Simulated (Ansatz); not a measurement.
# SiH₃ (doublet): from Hartree-Fock to the top rungs at scale of all distances = 1.720, 6-31G

How much of the correlation energy of SiH₃ (doublet) does each wave-function method recover here?

Computed with Ansatz 0.2.0, Gaussian basis. Level: 6-31G, core rule «outside noble gas», up to 5 orbitals frozen.

Plan: UHF; CCSD(T) on ROHF; CCSD(T) on UHF; BCCD(T) on ROHF; CISD; CCSDT(Q) on ROHF; CCSDT(Q) on UHF; CISDTQ; CCSDTQ on ROHF; CCSDTQ on UHF; CASSCF and MRCISD+Q, 3 electrons in 3 orbitals; CASSCF and NEVPT2, 3 electrons in 3 orbitals; CASSCF and MRCISD+Q, 7 electrons in 7 orbitals; CASSCF and NEVPT2, 7 electrons in 7 orbitals; Full CI.

7 further runs of the same task are left out: 1 for a mislabelled method, 4 that didn't finish, 2 set aside as unsound or not needed.

### Step 1. The system

The geometry derives from a PBE0/def2-TZVP stationary point (not a proven minimum). All distances are scaled together.

4 atoms, charge 0, spin multiplicity 2.

Atoms are counted from 1 here; the program's logs count them from 0.

No contacts short enough for the rule that draws bonds.

### Step 2. UHF

Input file in.yaml:

```yaml
crystal:
  periodic: [false, false, false]
  atoms:
    - {symbol: Si, position_ang: [0.000154, -0.000107, -0.075228]}
    - {symbol: H, position_ang: [2.434399, 0.025100, 0.703682]}
    - {symbol: H, position_ang: [-1.240220, 2.098431, 0.693209]}
    - {symbol: H, position_ang: [-1.198475, -2.120556, 0.699282]}
basis:
  gaussian: {orbitals: 6-31G}
magnetization: {spin_polarized: true, initial_magnetization: 1}
hamiltonian: {xc: hf}
output: {orbitals: {seedname: orbitals}}
```

Run with:

```console
$ ansatz run in.yaml --threads 1 --pin off --events-out ev --progress --plain --max-ram 2393MiB
```

Further steps of the session: CCSD(T) on ROHF; CCSD(T) on UHF; BCCD(T) on ROHF; CISD; CCSDT(Q) on ROHF; CCSDT(Q) on UHF; CISDTQ; CCSDTQ on ROHF; CCSDTQ on UHF; CASSCF and MRCISD+Q, 3 electrons in 3 orbitals; CASSCF and NEVPT2, 3 electrons in 3 orbitals; CASSCF and MRCISD+Q, 7 electrons in 7 orbitals; CASSCF and NEVPT2, 7 electrons in 7 orbitals; Full CI.

Before running them: what should the planned runs give, taken together? Wanted: FCI below the RHF energy; RMP2 from FCI; UMP2 from FCI; RCCSD from FCI; RCCSD(T) from FCI; UCCSD(T) from FCI; RCCSDT(Q) from FCI; UCCSDT(Q) from FCI; NEVPT2 pair from FCI.

As calculated:

| quantity | value |
| --- | --- |
| FCI below the RHF energy | -4.0206 eV |
| RMP2 from FCI | +2086.6 meV |
| UMP2 from FCI | +1407.8 meV |
| RCCSD from FCI | +344.5 meV |
| RCCSD(T) from FCI | +102.1 meV |
| UCCSD(T) from FCI | +154.3 meV |
| RCCSDT(Q) from FCI | +3.5 meV |
| UCCSDT(Q) from FCI | +42.1 meV |
| NEVPT2 pair from FCI | +1339.8 meV |
| MRCISD+Q pair from FCI | +74.5 meV |
| NEVPT2 valence from FCI | +133.8 meV |
| levels within 1 kcal/mol (43 meV) | RCCSDT, RCCSDT(Q), UCCSDT(Q), RCCSDTQ, UCCSDTQ, MRCISD valence, MRCISD+Q valence |
| T1 diagnostic | 0.070 |
| effectively unpaired electrons | 1.96 |

RCCSD(T) lands +102.1 meV from the yardstick (2.5 % of the correlation energy). CCSD(T) misses by +102.1 meV on the restricted determinant and by +154.3 meV on the unrestricted one; the two need not hold the same state or core. The occupations show strong static correlation (2.0 unpaired electrons where one determinant has 1). Coupled cluster on one determinant still stays close here. Of the multireference levels listed MRCISD+Q valence comes nearest in total energy (+2.5 meV), which doesn't show that its space is the better one. Coupled cluster took another determinant than the lowest Hartree-Fock one. These misses are within one basis, not against nature; the frozen cores of restricted and unrestricted runs differ, which can shift their rows.
